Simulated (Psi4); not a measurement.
**BHF2 (SMILES FBF) at HF/def2-SVP (ints tolerance 1e-10, sweep point 5)**

What is the vertical electron affinity of BHF2 at HF/def2-SVP (ints tolerance 1e-10, sweep point 5)? Input form: a Python script.

The results are computed with Psi4 1.11.

4 further runs of the same task are left out: 4 set aside as unsound or not needed. Runs told in other sessions of the task aren't counted.

### Step 1. The structure to begin with

The species is BHF2 (4 atoms), meant as a singlet with charge 0. As SMILES, `FBF`. The coordinates come from a PBE0-D4/def2-TZVP relaxation.

Bond lengths: F1–B2 1.313 Å, B2–F3 1.313 Å, B2–H4 1.191 Å. Angles: F1–B2–F3 118.1°, F1–B2–H4 121.0°, F3–B2–H4 121.0°.

### Step 2. The energy at HF/def2-SVP (ints tolerance 1e-10, sweep point 5)

bf2h.py

```python
import psi4

psi4.set_memory(1600000000)
psi4.set_num_threads(1)
psi4.set_output_file('psi4.out', False)

mol = psi4.geometry("""
0 1
F      1.154300     0.456900    -0.361900
B     -0.001900    -0.031000     0.025200
F     -1.095400     0.528700    -0.438900
H     -0.057000    -0.954600     0.775600
symmetry c1
""")

psi4.set_options({
    'basis': 'def2-SVP',
    'puream': True,
    'scf_type': 'direct',
    'ints_tolerance': 1e-10,
    'maxiter': 60,
})

result = psi4.energy("hf", molecule=mol)
print(f'hf energy: {result:.10f} Eh')
```

Launch:

```
python bf2h.py
```

psi4.out, shortened:

```text
[...]
  Running in c1 symmetry.
[...]
  Nuclear repulsion =   61.888554759542060
[...]
  Multiplicity = 1
[...]
  Nalpha       = 12
  Nbeta        = 12
[...]
    Number of basis functions: 47
[...]
   @DF-RHF iter   1:  -224.04096193486703   -8.29501e-01   7.36693e-03 DIIS/ADIIS
[...]
   @RHF iter   9:  -224.08368038795842   -6.78290e-09   5.46438e-07 DIIS
[...]
    Orbital Energies [Eh]
    ---------------------
    Doubly Occupied:
       1A    -26.313922     2A    -26.313874     3A     -7.735600
       4A     -1.629092     5A     -1.596583     6A     -0.826716
       7A     -0.770853     8A     -0.750244     9A     -0.721119
      10A     -0.666392    11A     -0.658747    12A     -0.558660
[...]
  @RHF Final Energy:  -224.08368038795842
   => Energetics <=
    Nuclear Repulsion Energy =             61.8885547595420604
    One-Electron Energy =                -434.8608736160512649
    Two-Electron Energy =                 148.8886384685507949
    Total Energy =                       -224.0836803879584238
[...]
 Multipole Moments:
 ------------------------------------------------------------------------------------
     Multipole            Electronic (a.u.)      Nuclear  (a.u.)        Total (a.u.)
 ------------------------------------------------------------------------------------
 L = 1.  Multiply by 2.5417464519 to convert [e a0] to [Debye]
 Dipole X            :          0.0469608           -0.0675938           -0.0206330
 Dipole Y            :          0.7909638           -1.1322755           -0.3413117
 Dipole Z            :         -0.6426123            0.9199550            0.2773426
 Magnitude           :                                                    0.4402707
[...]
```

Standard output:

```text
hf energy: -224.0836803880 Eh
```

Run time: 2.1 s. Hardware: 1 thread of AMD EPYC 7B13 (Zen 3), shared host; peak memory 0.18 GiB.

### Step 3. The doublet anion

bf2h.py

```python
import psi4

psi4.set_memory(1600000000)
psi4.set_num_threads(1)
psi4.set_output_file('psi4.out', False)

molecule = psi4.geometry("""
-1 2
F      1.154300     0.456900    -0.361900
B     -0.001900    -0.031000     0.025200
F     -1.095400     0.528700    -0.438900
H     -0.057000    -0.954600     0.775600
symmetry c1
""")

psi4.set_options(dict(reference='uhf', puream=True, scf_type='direct', ints_tolerance=1e-10, maxiter=100))

e, wfn = psi4.energy('hf/def2-SVP', return_wfn=True)
print(f'total energy {e:.8f} hartree = {e * 27.211386:.5f} eV')
```

Launch:

```
python bf2h.py
```

psi4.out, shortened:

```text
[...]
  Running in c1 symmetry.
[...]
  Nuclear repulsion =   61.888554759542060
[...]
  Multiplicity = 2
[...]
  Nalpha       = 13
  Nbeta        = 12
[...]
    Number of basis functions: 47
[...]
   @DF-UHF iter   1:  -223.91140241442540   -6.99941e-01   8.21957e-03 ADIIS/DIIS
[...]
   @UHF iter  11:  -223.96860230603878   -8.13174e-09   5.79494e-07 DIIS
[...]
   @S^2 Observed:                7.604744758E-01
[...]
    Orbital Energies [Eh]
    ---------------------
    Alpha Occupied:
       1A    -26.007835     2A    -26.007799     3A     -7.374764
       4A     -1.334254     5A     -1.303007     6A     -0.539670
       7A     -0.476275     8A     -0.458866     9A     -0.455239
      10A     -0.410545    11A     -0.367027    12A     -0.261576
      13A      0.092950
    Alpha Virtual:
      14A      0.426406    15A      0.492461    16A      0.579696
      17A      0.589544    18A      0.684567    19A      0.966733
      20A      1.026577    21A      1.142509    22A      1.467978
      23A      1.603718    24A      1.618068    25A      1.618832
[...]
  @UHF Final Energy:  -223.96860230603878
   => Energetics <=
    Nuclear Repulsion Energy =             61.8885547595420604
    One-Electron Energy =                -442.0007976572866255
    Two-Electron Energy =                 156.1436405917058039
    Total Energy =                       -223.9686023060387754
  UHF NO Occupations:
  HONO-2 :   11  A 1.9996974
  HONO-1 :   12  A 1.9954400
  HONO-0 :   13  A 1.0000000
  LUNO+0 :   14  A 0.0045600
  LUNO+1 :   15  A 0.0003026
[...]
 Multipole Moments:
 ------------------------------------------------------------------------------------
     Multipole            Electronic (a.u.)      Nuclear  (a.u.)        Total (a.u.)
 ------------------------------------------------------------------------------------
 L = 1.  Multiply by 2.5417464519 to convert [e a0] to [Debye]
 Dipole X            :          0.0965634           -0.0675938            0.0289697
 Dipole Y            :          1.6203026           -1.1322755            0.4880271
 Dipole Z            :         -1.3166304            0.9199550           -0.3966754
 Magnitude           :                                                    0.6295722
[...]
```

The script printed:

```text
total energy -223.96860231 hartree = -6094.49609 eV
```

Run time: 2.2 s. Hardware: 1 thread of AMD EPYC 7B13 (Zen 3), shared host; peak memory 0.19 GiB.

### Step 4. What came out

Level: HF/def2-SVP (ints tolerance 1e-10, sweep point 5).

| quantity | value |
| --- | --- |
| singlet BHF2: total energy | -224.08368 Eh |
| singlet BHF2: dipole moment | 1.12 D |
| singlet BHF2: HOMO energy | -15.20 eV |
| singlet BHF2: LUMO energy | 3.66 eV |
| singlet BHF2: HOMO–LUMO gap | 18.86 eV |
| doublet anion: total energy | -223.96860 Eh |
| doublet anion: HOMO energy (highest over α and β) | 2.53 eV |
| doublet anion: LUMO energy (lowest over α and β) | 11.60 eV |
| doublet anion: ⟨S²⟩ | 0.760 |
| vertical electron affinity (to the doublet anion) | -3.131 eV |

In words: The anion lies 3.13 eV (72 kcal/mol) above the neutral: the electron isn't bound at this level, and such a value depends on the basis. Without diffuse functions anions come out too high. Hartree–Fock misses the correlation that binds many anions. The HOMO (doublet anion) lies at positive energy, 2.53 eV: the electron is unbound at this level or held by a compact basis; values depend on the basis.
